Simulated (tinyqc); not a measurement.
A ladder of methods, and size consistency: correlation methods against full CI in the sto-3g basis, for LiH, spin multiplicity 1. Computed by the program tinyqc with PySCF. All electrons correlated; +Q is the Davidson correction (1 - c0^2) E_corr. The last columns treat two copies 100 angstrom apart as one system. FCI is the lowest singlet.

Geometry (angstrom):
```
atom,x,y,z
Li,0.0000,0.0000,0.0000
H,0.0000,0.0000,1.5570
```

RHF energy of one = -7.862959 hartree

Correlation energies (hartree):
```
method,E_corr of one,share of FCI (%),E_corr of two at 100 angstrom,two minus twice one (mhartree)
MP2,-0.01258,63.567,-0.02516,-2.24e-05
CISD,-0.01978,99.936,-0.03865,0.901
CISD+Q,-0.02026,102.365,-0.04034,0.169
CCSD,-0.01978,99.949,-0.03956,-4.89e-05
CCSD(T),-0.01979,99.990,-0.03957,-4.88e-05
FCI,-0.01979,100.000,-,-
```

What does the comparison show, and why?

MP2 recovers 64 %, CISD 99.9 % and CCSD 99.9 % of the FCI value (c0^2 = 0.976 in CISD). MP2 and coupled cluster are size consistent, so their last column vanishes but for a trace of long-range electrostatics; CISD loses 0.90 mhartree, since a double excitation on each copy is a quadruple of the pair, and the Davidson correction leaves +0.17.
